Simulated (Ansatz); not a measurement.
**C3H3FO: an energy map over two coordinates**

A grid of calculations on C₃H₃FO, SMILES C=C=C(O)F, to see where the energy is lowest and how it rises around there.

Method: RKS PBE0-D4/def2-TZVP; program: Ansatz 0.2.0.

### Step 1. Starting geometry

SMILES `C=C=C(O)F`, 8 atoms, charge 0, spin multiplicity 1.

Atoms are counted from 1 here; the program's logs count them from 0.

Bond lengths: C1–C2 1.319 Å, C1–H6 1.108 Å, C1–H7 1.108 Å, C2–C3 1.324 Å, C3–O4 1.354 Å, C3–F5 1.337 Å, O4–H8 0.976 Å. Angles: C2–C1–H6 122.2°, C2–C1–H7 122.1°, H6–C1–H7 115.7°, C1–C2–C3 178.9°, C2–C3–O4 128.1°, C2–C3–F5 122.8°, O4–C3–F5 109.1°, C3–O4–H8 107.8°.

As a file:

```
atom    x (Å)    y (Å)    z (Å)
  C1  -0.5464   1.4477  -0.2932
  C2   0.1000   0.3249  -0.0467
  C3   0.7281  -0.8148   0.1992
  O4   0.1934  -2.0521   0.3263
  F5   2.0530  -0.8904   0.3638
  H6  -0.9392   2.0923   0.5180
  H7  -0.7254   1.8106  -1.3247
  H8  -0.7715  -1.9753   0.2014
```

This geometry comes from a loose relaxation at PBE in a small basis, which is not shown.

### Step 3. Plan of the scan

The axes are (1) angle C1–C2–C3 (carried through 180): 15 values from 140.0 to 220.0 °; (2) change of the bonds C2–C1, C2–C3, all alike: 15 values from −0.143 to 0.221 Å.

Nothing else is relaxed (all other coordinates rigid). Energies count from the relaxed molecule at the same level. Points are written as (first, second).

(The set-up runs are not shown.)

### Step 4. Point (180.0°, 0.013 Å)

input.yaml reads:

```yaml
crystal:
  periodic: [false, false, false]
  atoms:
    - { symbol: C, position_ang: [-0.543784, 1.441955, -0.305868] }
    - { symbol: C, position_ang: [0.098933, 0.325045, -0.047465] }
    - { symbol: C, position_ang: [0.721631, -0.811149, 0.18409] }
    - { symbol: O, position_ang: [0.196278, -2.041283, 0.302548] }
    - { symbol: F, position_ang: [2.0349, -0.886005, 0.339565] }
    - { symbol: H, position_ang: [-0.931403, 2.077721, 0.48799] }
    - { symbol: H, position_ang: [-0.710371, 1.78537, -1.325164] }
    - { symbol: H, position_ang: [-0.757317, -1.980026, 0.188209] }
basis:
  gaussian: { orbitals: def2-TZVP }
hamiltonian:
  xc: pbe0
  dispersion: d4
output:
  forces: true
```

Started as:

```console
$ ansatz run input.yaml --threads 1 --pin off --max-ram 2560MiB --backend cpu --events-out ev --progress --plain --runs-dir out
```

The session goes on with these runs: the other points that were computed.

**Question.** What will these runs give? Wanted: lowest point; highest computed point; dipole moment; largest force on an atom.

The runs gave:

| quantity | value |
| --- | --- |
| lowest point | (180.0°, 0.013 Å), 1.1 kJ/mol |
| highest computed point | (220.0°, −0.143 Å), 241 kJ/mol above the lowest |
| dipole moment (D) | 2.19 at (145.7°, 0.221 Å) to 2.84 at (180.0°, −0.143 Å); 2.62 at the lowest point |
| largest force on an atom (eV/Å) | 0.7 at (202.9°, 0.013 Å) to 15.3 at (220.0°, −0.143 Å); 0.8 at the lowest point |
| time for the whole task | 7.6 min on 1 thread, shared host |

**Reading.** The lowest computed point is at (180.0°, 0.013 Å), 1.1 kJ/mol from the relaxed molecule at the same level. The grid is coarse, so the lowest point of the scanned range may lie between grid points; coordinates that were held can hide deeper minima. No other kind of well shows on this grid. The highest computed point, (220.0°, −0.143 Å), lies 241 kJ/mol above the lowest. Round the minimum the two coordinates are nearly uncoupled.
